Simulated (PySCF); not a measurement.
NO, SMILES [N]=O, multiplicity 2. Atoms are numbered in the order given.

```xyz
2

N      0.0000     0.0000    -0.6174
O      0.0000     0.0000     0.5402
```
Charge 0, spin multiplicity 2.

The structure is a stationary point at PBE-D3(BJ)/def2-TZVPD.

Two levels are set side by side: PBE/pcH-1 (PySCF) and B3LYP/pcH-1 (PySCF). Contact hyperfine couplings, same geometry. Differences are taken from unrounded values.

```csv
quantity,B3LYP
"A(iso) of 14N, atom N1 (MHz)",16.8
"A(iso) of 17O, atom O2 (MHz)",-25.5
```

**Question.** What does PBE give, and how far is it from B3LYP? (The exact figures need the calculation; the answer reports its results.)

**Answer.** 
```csv
quantity,PBE,PBE minus B3LYP
"A(iso) of 14N, atom N1 (MHz)",6.5,-10.3
"A(iso) of 17O, atom O2 (MHz)",-10.0,15.5
```

Rough cost on one machine, each run with all the roots and properties that it gave: B3LYP against PBE within a factor of 2.
